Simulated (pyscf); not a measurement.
# Hydrogen abstraction: HS–Sn(Cl)(Cl)–Cl + H atom (H•) → •S–Sn(Cl)(Cl)–Cl + hydrogen (H₂)

Gas phase, doublet surface, charge 0. Bonds broken: S1–H6. Bonds formed: H6–H7. Single points on ωB97X-D3(BJ)/def2-SVP structures (PySCF, gas phase).

Transition state (Å):

```xyz
7

S     -0.8149     0.4387     1.4117
Sn     0.3227     0.4274    -0.6566
Cl     2.4248     1.3622    -0.4640
Cl    -0.7902     1.5885    -2.3163
Cl     0.5338    -1.7618    -1.3802
H     -1.3115    -0.8656     1.1613
H     -1.6645    -2.0174     0.8641
```

One imaginary mode, 971i cm⁻¹; descent along it reached the two sides named.

| bond | change | reactant side (Å) | saddle | product side |
|---|---|---|---|---|
| S1–H6 | breaks | 1.349 | 1.418 | 3.0 |
| H6–H7 | forms | 2.9 | 1.241 | 0.761 |

Electronic energies relative to the separated reactants (eV):

| level | barrier | reaction energy | reverse barrier |
|---|---|---|---|
| ωB97X-D3(BJ)/def2-TZVP | 0.15 | -0.54 | 0.69 |
| PBE/def2-TZVP | -0.02 | -0.52 | 0.50 |
| r²SCAN/def2-TZVP | -0.09 | -0.63 | 0.53 |
| B3LYP-D3(BJ)/def2-TZVP | -0.05 | -0.72 | 0.67 |
| PBE0-D3(BJ)/def2-TZVP | 0.03 | -0.49 | 0.52 |
| M06-2X/def2-TZVP | 0.16 | -0.60 | 0.76 |
| ωB97M-D3(BJ)/def2-TZVP | 0.15 | -0.55 | 0.70 |
| HF/def2-TZVP | 0.47 | -0.66 | 1.13 |

With ωB97M-D3(BJ)/def2-TZVP energies and thermal terms (ideal gas, 1 atm, RRHO with modes under 100 cm⁻¹ raised to 100, one conformer, R ln 2 for chiral ones without a mode under 150 cm⁻¹), in eV:

```json
[
 {"T (K)": "298", "ΔH‡": "0.09", "ΔG‡": "0.38", "ΔH": "-0.50", "ΔG": "-0.52"},
 {"T (K)": "600", "ΔH‡": "0.07", "ΔG‡": "0.69", "ΔH": "-0.52", "ΔG": "-0.54"},
 {"T (K)": "900", "ΔH‡": "0.06", "ΔG‡": "1.00", "ΔH": "-0.54", "ΔG": "-0.55"},
 {"T (K)": "1200", "ΔH‡": "0.06", "ΔG‡": "1.32", "ΔH": "-0.57", "ΔG": "-0.55"}
]
```

At PBE, r²SCAN, B3LYP-D3(BJ) this geometry lies under the reactants; that is no barrier but a single point on another level's saddle; such a level's own saddle, if it has one, lies nearer that side and is low. This is the saddle that the search found; another between the same sides may lie lower. The angle at the transferred H is 175°. Elements past Kr carry the def2 core potentials, without spin-orbit coupling.
